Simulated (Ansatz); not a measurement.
in.yaml

```yaml
crystal:
  periodic: [false, false, false]
  atoms:
    - {symbol: B, position_ang: [0.000000, -0.414955, 1.853398]}
    - {symbol: Ge, position_ang: [0.000000, 0.123435, 0.000170]}
    - {symbol: N, position_ang: [0.000000, -0.322903, -1.643461]}
    - {symbol: H, position_ang: [0.000000, 0.042257, 2.946652]}
basis:
  gaussian: {orbitals: STO-3G, fitting: {mean_field: def2-universal-jkfit}}
total_charge: 1
magnetization: {spin_polarized: false}
hamiltonian: {xc: {name: B3LYP}}
correlation: {method: ccsdt_q, electrons: outside_noble_gas, diis_vectors: 12}
scf: {lower_state_search: off}
```

```sh
$ ansatz run in.yaml --threads 1 --pin off --events-out ev --progress --plain --max-ram 2393MiB
```

Problem. Roughly how long does this take on 1 thread of Arm Neoverse V2, shared host, and how much host memory?

Solution. 1 s wall and 0.08 GiB.

```
these checks for a lower state are left out or cut short: stability, starts, cluster_reference, orbital_swaps, neighbouring_geometries, increment
436 factors; integrals over basis functions are off by at most 1.6e-2 eV
mean field evaluation 1: about -57832.5673 eV, gradient 3.3e2 eV
mean field evaluation 2: about -57832.5690 eV, gradient 3.3e2 eV
mean field evaluation 4: about -57902.6287 eV, gradient 9.0e1 eV
mean field evaluation 8: about -57915.9147 eV, gradient 1.4e2 eV
mean field evaluation 16: about -58009.0617 eV, gradient 7.8e-1 eV
mean field -58009.07019087 eV, -2131.7940095543 hartree, gradient 5.9e-7 eV, S^2 0.000000; 0 other end points of the search recorded, 0 dependent functions left out
16 core orbitals not correlated, not the lowest: weight in the atoms' cores, before any rotation towards them, 0.853 or more for the frozen orbitals, at most 0.078 for the correlated occupied ones
reference -57957.93525446 eV, -2129.9148353020 hartree; 6, 6 occupied and 7, 7 virtual orbitals, 436 factors
second order -8.28775095 eV of doubles, -0.38686016 eV of singles
cycle   1  -5.65474935 eV  change     1.8e0 eV  update   2.8e-1
cycle   2  -6.70907881 eV  change    -1.1e0 eV  update   2.7e-1
cycle   3  -6.97793695 eV  change   -2.7e-1 eV  update   5.8e-2
cycle   4  -7.30328195 eV  change   -3.3e-1 eV  update   3.9e-2
cycle   5  -7.38499405 eV  change   -8.2e-2 eV  update   2.1e-2
...
cycle  19  -7.48983057 eV  change   -7.6e-5 eV  update   4.0e-5
cycle  20  -7.48982251 eV  change    8.1e-6 eV  update   1.7e-5
cycle  21  -7.48981078 eV  change    1.2e-5 eV  update   1.0e-5
cycle  22  -7.48978860 eV  change    2.2e-5 eV  update   6.8e-6
cycle  23  -7.48978060 eV  change    8.0e-6 eV  update   2.3e-6
cycle  24  -7.48977528 eV  change    5.3e-6 eV  update   1.5e-6
cycle  25  -7.48977751 eV  change   -2.2e-6 eV  update   9.9e-7
cycle  26  -7.48977812 eV  change   -6.0e-7 eV  update   5.4e-7
cycle  27  -7.48977981 eV  change   -1.7e-6 eV  update   3.8e-7
cycle  28  -7.48978102 eV  change   -1.2e-6 eV  update   2.2e-7
perturbative correction -0.28420448 eV, -0.0104443219 hartree
WARN: these amplitudes may be one of several solutions (largest doubles amplitude 0.27, level shift 2.02 eV)
Total energy: -57965.70923996 eV, -2130.2005239995 hartree
Checks for a lower state left out: stability, starts, cluster_reference, orbital_swaps, neighbouring_geometries, increment
```
